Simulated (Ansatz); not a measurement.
# CH₄OSi (SMILES C[SiH]=O): functionals against CCSD(T) at one geometry

Aim: energy, forces and dipole at a structure displaced at random from a GFN2-xTB minimum, from CCSD(T) and from density functionals.

Program: Ansatz 0.2.0, Gaussian basis. Level of theory: single points in def2-TZVPP. These are calculated values, not measurements.

Cores are frozen in the correlated methods.

## 1. Starting geometry

SMILES `C[SiH]=O`, 7 atoms, charge 0, spin multiplicity 1.

Atoms are counted from 1 here; the program's logs count them from 0.

Bond lengths: C1–Si2 1.872 Å, C1–H4 1.091 Å, C1–H5 1.109 Å, C1–H6 1.091 Å, Si2–O3 1.495 Å, Si2–H7 1.418 Å. Angles: Si2–C1–H4 108.8°, Si2–C1–H5 107.8°, Si2–C1–H6 114.6°, H4–C1–H5 111.5°, H4–C1–H6 104.6°, H5–C1–H6 109.6°, C1–Si2–O3 126.1°, C1–Si2–H7 108.5°, O3–Si2–H7 125.3°.

As a file:

```xyz
7

C    -0.6756    0.4294   -0.1972
Si    0.8271   -0.5999    0.2355
O     1.3628   -1.7513   -0.5543
H    -0.5022    0.9187   -1.1569
H    -1.5515   -0.2497   -0.2396
H    -0.8808    1.2470    0.4947
H     1.4112   -0.0713    1.4140
```

## 2. CCSD(T)/def2-TZVPP

Input file run/in.yaml:

```yaml
crystal:
  periodic: [false, false, false]
  atoms:
    - {symbol: C, position_ang: [-0.675600, 0.429400, -0.197200]}
    - {symbol: Si, position_ang: [0.827100, -0.599900, 0.235500]}
    - {symbol: O, position_ang: [1.362800, -1.751300, -0.554300]}
    - {symbol: H, position_ang: [-0.502200, 0.918700, -1.156900]}
    - {symbol: H, position_ang: [-1.551500, -0.249700, -0.239600]}
    - {symbol: H, position_ang: [-0.880800, 1.247000, 0.494700]}
    - {symbol: H, position_ang: [1.411200, -0.071300, 1.414000]}
basis:
  gaussian: {orbitals: def2-TZVPP}
correlation: {method: ccsd_t}
output: {forces: true}
```

The command line of these runs was not kept.

## 3. PBE0-D4/def2-TZVPP

run/in.yaml: that of step 2 with these lines changed.

```diff
@@ -12,3 +12,3 @@
   gaussian: {orbitals: def2-TZVPP}
-correlation: {method: ccsd_t}
-output: {forces: true}
+hamiltonian: {xc: pbe0, dispersion: d4}
+output: {forces: true, orbitals: {seedname: orbitals}}
```

## 4. wB97M-V/def2-TZVPP

run/in.yaml: that of step 3 with these lines changed.

```diff
@@ -12,3 +12,3 @@
   gaussian: {orbitals: def2-TZVPP}
-hamiltonian: {xc: pbe0, dispersion: d4}
-output: {forces: true, orbitals: {seedname: orbitals}}
+hamiltonian: {xc: {name: wB97M-V}}
+output: {forces: true}
```

## 5. r2SCAN-D4/def2-TZVPP

run/in.yaml: that of step 4 with these lines changed.

```diff
@@ -12,3 +12,3 @@
   gaussian: {orbitals: def2-TZVPP}
-hamiltonian: {xc: {name: wB97M-V}}
+hamiltonian: {xc: r2scan, dispersion: d4}
 output: {forces: true}
```

## 6. PBE-D4/def2-TZVPP

run/in.yaml: that of step 5 with these lines changed.

```diff
@@ -12,3 +12,3 @@
   gaussian: {orbitals: def2-TZVPP}
-hamiltonian: {xc: r2scan, dispersion: d4}
+hamiltonian: {xc: pbe, dispersion: d4}
 output: {forces: true}
```

## 7. wB97X-V/def2-TZVPP

run/in.yaml: that of step 6 with these lines changed.

```diff
@@ -12,3 +12,3 @@
   gaussian: {orbitals: def2-TZVPP}
-hamiltonian: {xc: pbe, dispersion: d4}
+hamiltonian: {xc: {name: wB97X-V}}
 output: {forces: true}
```

## 8. SPW92/def2-TZVPP

run/in.yaml: that of step 7 with these lines changed.

```diff
@@ -12,3 +12,3 @@
   gaussian: {orbitals: def2-TZVPP}
-hamiltonian: {xc: {name: wB97X-V}}
+hamiltonian: {xc: lda}
 output: {forces: true}
```

(Steps that only read results are left out.)

What does the calculation give? Wanted: energy less free atoms, CCSD(T)/def2-TZVPP; RMS force component; RMS force error; HOMO and LUMO, PBE0-D4; T1 diagnostic.

The runs gave:

| quantity | value |
| --- | --- |
| energy less free atoms, CCSD(T)/def2-TZVPP | -592.8 kcal/mol |
| RMS force component | 0.605 to 0.841 eV/Å over the methods |
| RMS force error | PBE0-D4 0.178, wB97M-V 0.160, r2SCAN-D4 0.096, PBE-D4 0.173, wB97X-V 0.179, SPW92 0.229 eV/Å |
| HOMO and LUMO, PBE0-D4 | -7.99 and -1.54 eV |
| T1 diagnostic | 0.018 |

In words: Against CCSD(T) the functionals' energies less atoms differ by -98.8 to -10.9 kcal/mol, PBE-D4 by -24.4 kcal/mol. CCSD(T) in triple zeta still lacks some correlation energy of the bonds, so part of these gaps is its own basis error and they don't rank the functionals. On forces the order runs from r2SCAN-D4 to SPW92. Frozen-core CCSD(T) forces in triple zeta carry basis errors of their own, and this is one geometry, so small gaps rank nothing.
